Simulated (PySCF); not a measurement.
Species: `CCCNNC`. The columns A, B, C and D hold Mulliken, IAO, Hirshfeld and ESP-fitted charges (e) of one PBE0/pcSseg-1 density (PySCF), in a shuffled order. Coordinates in Å (GFN2-xTB); the density's dipole moment is (-1.37, -0.97, 0.38) D.

```json
{"atom": "C1", "x": "-2.548", "y": "-0.376", "z": "0.696", "A": "-0.382", "B": "-0.116", "C": "-0.275", "D": "-0.418"}
{"atom": "C2", "x": "-1.391", "y": "-0.142", "z": "-0.266", "A": "+0.298", "B": "-0.075", "C": "-0.304", "D": "-0.267"}
{"atom": "C3", "x": "-0.282", "y": "0.700", "z": "0.381", "A": "-0.022", "B": "-0.033", "C": "-0.042", "D": "-0.160"}
{"atom": "N4", "x": "0.863", "y": "0.978", "z": "-0.471", "A": "-0.474", "B": "-0.126", "C": "-0.331", "D": "-0.330"}
{"atom": "N5", "x": "1.720", "y": "-0.112", "z": "-0.759", "A": "-0.559", "B": "-0.134", "C": "-0.379", "D": "-0.322"}
{"atom": "C6", "x": "2.728", "y": "-0.285", "z": "0.268", "A": "-0.013", "B": "-0.083", "C": "-0.097", "D": "-0.302"}
{"atom": "H7", "x": "-2.983", "y": "0.572", "z": "1.007", "A": "+0.083", "B": "+0.040", "C": "+0.110", "D": "+0.137"}
{"atom": "H8", "x": "-2.206", "y": "-0.902", "z": "1.585", "A": "+0.080", "B": "+0.039", "C": "+0.108", "D": "+0.137"}
{"atom": "H9", "x": "-3.325", "y": "-0.972", "z": "0.223", "A": "+0.087", "B": "+0.041", "C": "+0.116", "D": "+0.143"}
{"atom": "H10", "x": "-1.754", "y": "0.374", "z": "-1.159", "A": "-0.045", "B": "+0.034", "C": "+0.112", "D": "+0.127"}
{"atom": "H11", "x": "-0.987", "y": "-1.107", "z": "-0.583", "A": "-0.047", "B": "+0.032", "C": "+0.111", "D": "+0.121"}
{"atom": "H12", "x": "0.084", "y": "0.200", "z": "1.283", "A": "+0.096", "B": "+0.036", "C": "+0.114", "D": "+0.131"}
{"atom": "H13", "x": "-0.692", "y": "1.669", "z": "0.681", "A": "+0.045", "B": "+0.040", "C": "+0.113", "D": "+0.138"}
{"atom": "H14", "x": "0.552", "y": "1.365", "z": "-1.359", "A": "+0.328", "B": "+0.104", "C": "+0.177", "D": "+0.247"}
{"atom": "H15", "x": "1.201", "y": "-0.985", "z": "-0.889", "A": "+0.336", "B": "+0.093", "C": "+0.164", "D": "+0.215"}
{"atom": "H16", "x": "3.258", "y": "0.659", "z": "0.375", "A": "+0.089", "B": "+0.040", "C": "+0.114", "D": "+0.155"}
{"atom": "H17", "x": "3.424", "y": "-1.053", "z": "-0.067", "A": "+0.062", "B": "+0.043", "C": "+0.106", "D": "+0.143"}
{"atom": "H18", "x": "2.329", "y": "-0.576", "z": "1.249", "A": "+0.039", "B": "+0.024", "C": "+0.083", "D": "+0.104"}
```

Problem. Which column most likely holds the ESP-fitted charges?

Solution. A. Σ q r misses the density's dipole by 0.06 D (A), 0.74 D (D), 1.20 D (B), 1.56 D (C). Charges fitted to the outside potential are the only set here that is tied to the molecule's multipoles.

Problem. And the Hirshfeld charges?

Solution. B. The mean sizes are 0.063 e (B), 0.159 e (C), 0.171 e (A), 0.200 e (D), and Hirshfeld charges are commonly the smallest of these schemes.

As computed, A = ESP-fitted, B = Hirshfeld, C = Mulliken, D = IAO. Hydrogens on carbon: ESP-fitted -0.05 to +0.10, Hirshfeld +0.02 to +0.04, Mulliken +0.08 to +0.12, IAO +0.10 to +0.16 e.

The IAO scheme counts the electrons in orthogonalised intrinsic atomic orbitals, a minimal basis polarised so that it spans the occupied orbitals exactly. The Hirshfeld scheme divides the density at each point in proportion to the densities of the neutral, spherically averaged free atoms.

The structure is a single GFN2-xTB conformer in the gas phase; no vibrational or solvent corrections.

Conformer computed: `[CH3:1][CH2:2][CH2:3][NH:4][NH:5][CH3:6]`: C1–C2–C3–N4 180°, C2–C3–N4–N5 -71°, C3–N4–N5–C6 -86°.
